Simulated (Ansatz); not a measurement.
in.yaml

```yaml
crystal:
  periodic: [false, false, false]
  atoms:
    - {symbol: Al, position_ang: [0.000000, 0.000000, 0.000000]}
    - {symbol: O, position_ang: [0.000000, 0.000000, 2.877000]}
basis:
  gaussian: {orbitals: 6-31G, occupation: {up: {"A1": 7, "B1": 3, "B2": 2}, down: {"A1": 7, "B1": 1, "B2": 1}}}
magnetization: {spin_polarized: false, initial_magnetization: 3}
correlation: {method: fci, electrons: outside_noble_gas}
```

```sh
$ ansatz run in.yaml --threads 1 --pin off --events-out ev --progress --plain --max-ram 2393MiB
```

Output:

```
378 factors; integrals over basis functions are off by at most 3.4e-8 eV
mean field evaluation 1: about -8615.3519 eV, gradient 1.0e1 eV
mean field evaluation 2: about -8615.8963 eV, gradient 5.6e-1 eV
mean field evaluation 4: about -8615.9411 eV, gradient 8.7e-3 eV
mean field evaluation 8: about -8615.9411 eV, gradient 1.1e-6 eV
mean field -8615.94105767 eV, -316.6299937746 hartree, gradient 2.2e-6 eV, S^2 3.750000; 0 other end points of the search recorded, 0 dependent functions left out
mean field evaluation 16: about -8615.9272 eV, gradient 4.7e-1 eV
mean field evaluation 32: about -8615.9677 eV, gradient 2.5e-2 eV
mean field evaluation 64: about -8615.9875 eV, gradient 1.3e-1 eV
mean field evaluation 96: about -8616.0085 eV, gradient 1.3e-1 eV
mean field evaluation 128: about -8615.9319 eV, gradient 5.5e-2 eV
mean field evaluation 160: about -8615.4541 eV, gradient 4.7e-1 eV
6 core orbitals not correlated: weight in the atoms' cores, before any rotation towards them, 1.000 or more for the frozen orbitals, at most 0.000 for the correlated occupied ones
reference -8615.94105767 eV, -316.6299937746 hartree; 6, 3 occupied and 10, 13 virtual orbitals, 378 factors
state -8618.43527012 eV, -316.7216543916 hartree
Total energy: -8618.43527012 eV, -316.7216543916 hartree
```

Ran on 1 thread of Arm Neoverse V2, shared host: 6.5 s wall, 0.18 GiB peak host memory.
